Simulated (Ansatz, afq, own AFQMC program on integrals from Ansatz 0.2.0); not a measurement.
**NH2O, doublet in cc-pVDZ, levels against AFQMC with the constraint released**

```xyz
4

N     0.0000   -0.1761    0.6983
O     0.0000    0.1508   -0.6152
H     0.0000    0.7521    1.1353
H     0.0000   -0.6981   -1.0731
```

Connectivity, by distances: NH–OH.

Basis cc-pVDZ. Only valence electrons are correlated. AFQMC by an in-house program on the Cholesky factors that Ansatz 0.2.0 writes for its CCSD(T) run. The CISD trial takes its coefficients from CCSD amplitudes. Released means that phaseless walkers are propagated on without the constraint, phases kept. Free projection: walkers drawn from exp(T), propagated without any constraint. Its projection time is finite, and what remains of the start isn't in its error. Error bars are statistical, one sigma.

Determinant: UHF, the one that the program's search chose, which needn't be the lowest solution. The geometry is a PBE0/def2-TZVP stationary point of this or a neighbouring charge and spin state.

No full CI on the walks' own integrals is used here. The released AFQMC energy serves as the reference, which it does only where one determinant dominates, the energy is flat over the last release times and near the phaseless one (40 meV or 2 meV an electron, half that with transition metals). On small molecules, where full CI could be run and the noise was under 10 meV, such values lay within 10 meV of it in 19 cases of 20, a flattering rate, since the rule was set on those same cases; what remains of the bias isn't in the error bar.

Cautions: the released value is read at 1.62 1/Eh with a noise of 20 meV, more than in the cases checked, later times being too noisy (meV from the phaseless value at times in 1/Eh: -22 ± 15 at 0.24, -47 ± 16 at 0.51, -42 ± 16 at 0.99, -30 ± 20 at 1.62, -42 ± 37 at 2.40).

```
T1 diagnostic                               : 0.0223
weight of the determinant in the CISD state : 0.891
⟨S²⟩ of the determinant                     : 0.761
size of the correlated space                : 13 electrons in 36 orbitals
```

Reference: AFQMC with the constraint released, correlation energy -9.849 ± 0.020 eV.

```csv
level,E − E(reference) (kJ/mol),share of correlation (%)
HF,950.2 ± 2.0,0.00
MP2,81.7 ± 2.0,91.40
CCSD,24.4 ± 2.0,97.43
CCSD(T),2.5 ± 2.0,99.73
ph-AFQMC/HF,-6.1 ± 7.3,100.64
ph-AFQMC/CISD,2.9 ± 2.3,99.70
free AFQMC,1.8 ± 3.1,99.81
```

Free projections are given only where their last times agree within the noise and don't stop above the reference; a slow remainder of the start can still hide under it. A walk keeps the symmetry of its determinant, which the program's search chose and which needn't be the lowest solution, so a lower state of the same spin and another symmetry isn't excluded. Released energies are given only where the last usable release times agree within the noise; a slower fall can still hide under it.
